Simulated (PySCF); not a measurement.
Isomers of C4H11OP. Method: TDDFT CAM-B3LYP/def2-SVPD, vertical, gas phase, core orbitals frozen in the response in PySCF. Geometries: GFN2-xTB; one conformer of each isolated species. Triplets are in the Tamm–Dancoff approximation.

Question: Rank by computed S1–T1 gap, highest first.
A. `CCPCOC`
B. `CC[PH](=O)CC`
C. `CCP(C)(C)=O`
D. `OCCCPC`

Answer: A (1.08 eV), D (0.55 eV), B (0.31 eV), C (0.18 eV).

| SMILES | S1−T1 (eV) | S1 (eV) | T1 (eV) | S1 mainly | T1 mainly | f(S1) |
| --- | --- | --- | --- | --- | --- | --- |
| CCPCOC | 1.08 | 6.50 | 5.42 | H→L (58%) | H→L (34%) | 0.070 |
| CPCCCO | 0.55 | 5.73 | 5.18 | H→L (90%) | H→L (24%) | 0.020 |
| CC[PH](=O)CC | 0.31 | 7.40 | 7.09 | H→L+1 (35%) | H→L+1 (34%) | 0.015 |
| CCP(C)(C)=O | 0.18 | 7.25 | 7.07 | H→L (89%) | H→L (78%) | 0.036 |

H and L stand for HOMO and LUMO. Singlets come from full response and triplets from the Tamm–Dancoff approximation.
